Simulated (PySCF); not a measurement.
Species: 1-ethenyl-1-methylcyclopropane, C₆H₁₀.
Cartesian coordinates in Å at the GFN2-xTB level; atoms count from 1:
```
atom  x, y, z in Å
C1     2.1176    0.2381    0.6709
C2     1.2667   -0.3381   -0.1629
C3    -0.1991   -0.1362   -0.1980
C4    -0.9072   -0.9432   -1.2651
C5    -0.9357    0.1032    1.0978
C6    -0.7574    1.2274    0.1310
H7     1.8055    0.9353    1.4305
H8     3.1733    0.0333    0.6266
H9     1.6423   -1.0309   -0.9055
H10   -1.9780   -0.7543   -1.2447
H11   -0.5321   -0.6804   -2.2534
H12   -0.7443   -2.0087   -1.1070
H13   -0.3624    0.1130    2.0121
H14   -1.9186   -0.3306    1.2053
H15   -0.0609    2.0139    0.3778
H16   -1.6174    1.5670   -0.4268
```

Vertical excitations from PySCF (density fitting, frozen core in the response, grid level 2 and gas phase unless stated; continuum runs use non-equilibrium linear response for the excitations) on a GFN2-xTB geometry. Reference run:

| settings | S1, eV (f) | S2, eV (f) | S3, eV (f) | S4, eV (f) | S5, eV (f) | S6, eV (f) | T1, eV (Tamm–Dancoff) | mean α (au) |
| --- | --- | --- | --- | --- | --- | --- | --- | --- |
| PBE0/def2-SVPD, full TDDFT, 6 singlets | 6.39 (0.243) | 6.66 (0.051) | 7.15 (0.002) | 7.22 (0.002) | 7.32 (0.002) | 7.53 (0.020) | 4.09 | 70.1 |

**Question.** What do these settings give: (1) B97-D/def2-SVPD, TDA, 1 singlet; (2) OLYP/def2-SVP, start guess vsap, energy threshold 1e-11 Eh, full TDDFT, 12 singlets; (3) PBE0/aug-cc-pVDZ, level shift 0.1 Eh, full TDDFT, 3 singlets?

**Answer.** 
| settings | S1, eV (f) | S2, eV (f) | S3, eV (f) | S4, eV (f) | S5, eV (f) | S6, eV (f) | T1, eV (Tamm–Dancoff) | mean α (au) |
| --- | --- | --- | --- | --- | --- | --- | --- | --- |
| B97-D/def2-SVPD, TDA, 1 singlet | 6.04 (0.039) | – | – | – | – | – | 4.17 | 72.1 |
| OLYP/def2-SVP, start guess vsap, energy threshold 1e-11 Eh, full TDDFT, 12 singlets | 6.22 (0.202) | 6.60 (0.001) | 6.73 (0.014) | 7.30 (0.007) | 7.50 (0.000) | 7.70 (0.000) | – | 62.2 |
| PBE0/aug-cc-pVDZ, level shift 0.1 Eh, full TDDFT, 3 singlets | 5.93 (0.048) | 6.20 (0.226) | 6.29 (0.001) | – | – | – | 4.07 | 72.3 |

(1) S1 moves by -0.35 eV; functional and response scheme change together, so the shift can't be laid on one. (2) S1 moves by -0.17 eV; functional and basis change together, so the shift can't be laid on one. (3) S1 moves by -0.46 eV. States are counted by energy in each run and needn't keep their character from row to row.

**Question.** Give the leading configurations of S1 (H = HOMO, L = LUMO) and the HOMO–LUMO gap of each run.

**Answer.** 
```csv
settings,S1 configurations (weight),S1 (eV),orbital gap (eV),S1 − gap (eV)
"PBE0/def2-SVPD, full TDDFT, 6 singlets",H→L 0.94,6.39,7.03,-0.64
"B97-D/def2-SVPD, TDA, 1 singlet",H→L+1 1.00,6.04,4.98,+1.06
"OLYP/def2-SVP, start guess vsap, energy threshold 1e-11 Eh, full TDDFT, 12 singlets","H→L 0.83, H−2→L 0.14",6.22,5.10,+1.12
"PBE0/aug-cc-pVDZ, level shift 0.1 Eh, full TDDFT, 3 singlets",H→L 0.93,5.93,6.85,-0.92
```

One conformer stands for the species.

The pairwise dispersion term of B97-D wasn't added to the energies; at a given geometry it leaves orbitals and properties as they are.
